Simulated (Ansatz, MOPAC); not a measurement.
System: hydrogen cyanide, CHN, net charge 0, singlet state. SMILES: N#C
Geometry from a B3LYP-D3(BJ)/def2-TZVP (Ansatz, a program for electronic structure) optimisation:
```
C
N 1 1.1462
H 1 1.0667 2 180.00
```

Property: enthalpy of formation at 298 K, in kcal/mol. Conventions: 6-311+G** with 5d; no dispersion term unless named; frozen cores in correlated levels; non-relativistic; PM7 with its own dispersion and hydrogen-bond terms; six Cartesian d functions in 6-31G* and its kin unless marked 5d; LANL2DZ all-electron up to Ne; UHF or UKS for open shells; spin-orbit terms left out. Basis-set limits of correlation are two-point, X^-3; Hartree-Fock from the larger set (for Q and 5 zeta extrapolated as (X+1)exp(-9√X)). Ab initio and DFT rows: single points at B3LYP-D3(BJ) geometries (Ansatz), with unscaled harmonic terms from B3LYP/6-31G* at its own minima, enthalpies of formation by atomisation with measured atoms. Semi-empirical rows: MOPAC heats of formation at their own minima for 298 K.

Measured values: Active Thermochemical Tables 1.112 (ions: stationary electron), as tabulated in the package chemicals; they hold spin-orbit and core effects, anharmonicity. 

Value to compare with, the measured value: 30.9 kcal/mol.

```csv
level,program,enthalpy of formation at 298 K (kcal/mol),error
AM1,MOPAC,31.0,0.1
PM7,MOPAC,29.8,-1.1
HF/LANL2DZ,Ansatz,183.6,152.7
PBE/STO-3G,Ansatz,13.9,-17.0
PBE/LANL2DZ,Ansatz,45.4,14.5
B3LYP/3-21G,Ansatz,48.4,17.5
B3LYP/6-31G*,Ansatz,36.1,5.2
B3LYP/6-311+G**,Ansatz,34.2,3.3
MP2/6-311+G**,Ansatz,43.4,12.5
r2SCAN-D4/def2-TZVPD,Ansatz + dftd4,36.5,5.6
wB97M-V/def2-TZVPD,Ansatz,30.9,0.0
"CCSD(T)/CBS(cc-pVQZ,cc-pV5Z)",Ansatz,33.0,2.1
```

Among the 9 habitual levels, HF/LANL2DZ lies farthest from the measured value (152.7 kcal/mol) and AM1 nearest (0.1); 7 of 9 lie above it, and their mean absolute error is 24.9 kcal/mol, the median 12.5. One case shows no general order.

The levels are drawn from those run, B3LYP/6-31G* more often than the rest, none by its result; runs whose electronic state is in doubt are left out.
